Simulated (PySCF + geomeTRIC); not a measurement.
Species: C$_{3}$H$_{4}$, SMILES `C=C=C` (charge 0, multiplicity 1).

Problem. Give a relaxed geometry from r2SCAN-D4/def2-TZVP in PySCF + geomeTRIC.

Solution. the end point of this relaxation (outside a Z-matrix the atoms follow the SMILES, hydrogens last).
Cartesian coordinates (Å) in one orientation:
```xyz
7

C     -1.301    -0.008    -0.014
C      0.000     0.000     0.000
C      1.301     0.008     0.014
H     -1.852    -0.470    -0.827
H     -1.875     0.448     0.787
H      1.863    -0.796     0.479
H      1.864     0.817    -0.439
```
